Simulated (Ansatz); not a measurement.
**C2H3NO: how energies converge with the basis set**

How large a basis does C2H3NO need? Two functionals are run in growing sets.

Program: Ansatz 0.2.0, Gaussian basis. Level of theory: one geometry, several basis sets. These are calculated values, not measurements.

Levels to be run: PBE0-D4/def2-SVP; ωB97M-V/def2-SVP; PBE0-D4/def2-QZVPP; ωB97M-V/def2-QZVPP; the functionals' def2-TZVPP values are taken from earlier runs.

### Step 1. The relaxed structure

All runs share one geometry, relaxed beforehand with PBE0-D4 in a triple-zeta def2 set.

7 atoms, charge 0, spin multiplicity 1.

Atoms are counted from 1 here; the program's logs count them from 0.

Bond lengths: N1–C2 1.323 Å, N1–H5 1.006 Å, N1–H6 1.004 Å, C2–C3 1.387 Å, C2–O4 1.258 Å, C3–H7 1.095 Å. Angles: C2–N1–H5 119.4°, C2–N1–H6 120.4°, H5–N1–H6 119.4°, N1–C2–C3 142.1°, N1–C2–O4 128.3°, C3–C2–O4 89.2°, C2–C3–H7 111.0°.

### Step 2. PBE0-D4 in def2-SVP

in.yaml

```yaml
crystal:
  periodic: [false, false, false]
  atoms:
    - {symbol: N, position_ang: [-0.735771, 0.793082, -0.184302]}
    - {symbol: C, position_ang: [0.087216, -0.241750, -0.128759]}
    - {symbol: C, position_ang: [1.395956, -0.583942, 0.175638]}
    - {symbol: O, position_ang: [-0.108713, -1.417014, -0.531553]}
    - {symbol: H, position_ang: [-1.610236, 0.703993, -0.674158]}
    - {symbol: H, position_ang: [-0.432104, 1.699915, 0.120235]}
    - {symbol: H, position_ang: [1.464852, -1.022383, 1.177200]}
basis:
  gaussian: {orbitals: def2-SVP}
hamiltonian: {xc: pbe0, dispersion: d4}
output: {orbitals: {seedname: orbitals}}
```

The run is started by

```
ansatz run in.yaml --threads 2 --pin off --events-out ev --progress --plain --max-ram 4352MiB
```

Further steps of the session: ωB97M-V in def2-SVP; PBE0-D4 in def2-QZVPP; ωB97M-V in def2-QZVPP.

Before running them: what should the planned runs give, taken together? Wanted: PBE0-D4: double and triple zeta above quadruple; ωB97M-V: double and triple zeta above quadruple.

As calculated:

| quantity | value |
| --- | --- |
| PBE0-D4: double and triple zeta above quadruple | 6.93, 0.31 eV |
| ωB97M-V: double and triple zeta above quadruple | 7.15, 0.29 eV |

In words: PBE0-D4 gains 6.62 eV from double to triple zeta, then 0.31 eV more. Total energies overstate the basis error of differences, where much of it tends to cancel. The LUMO of ωB97M-V is positive and keeps falling with the basis (1.56 to 0.84 eV): an unbound level that the basis holds in place.
